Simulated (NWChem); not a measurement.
DMSO (C2H6OS); SMILES CS(C)=O

Program: NWChem. Each level has its own optimisation; frequencies are unscaled.

For level LDA (Slater exchange, VWN5)/def2-SVP:

```
Quantity                           Value
---------------------------------  -----
r C–S (Å)                          1.818
r C–H (Å)                          1.110
r O–S (Å)                          1.504
highest harmonic frequency (cm⁻¹)   3106
lowest (cm⁻¹)                        168
zero-point energy (kcal/mol)        47.7
dipole (D)                          3.64
```

### Question
Estimate the same quantities for level Hartree-Fock/3-21G.

### Answer
* **r C–S (Å)**: 1.862
* **r C–H (Å)**: 1.079
* **r O–S (Å)**: 1.678
* **highest harmonic frequency (cm⁻¹)**: 3346
* **lowest (cm⁻¹)**: 148
* **zero-point energy (kcal/mol)**: 52.7
* **dipole (D)**: 4.91
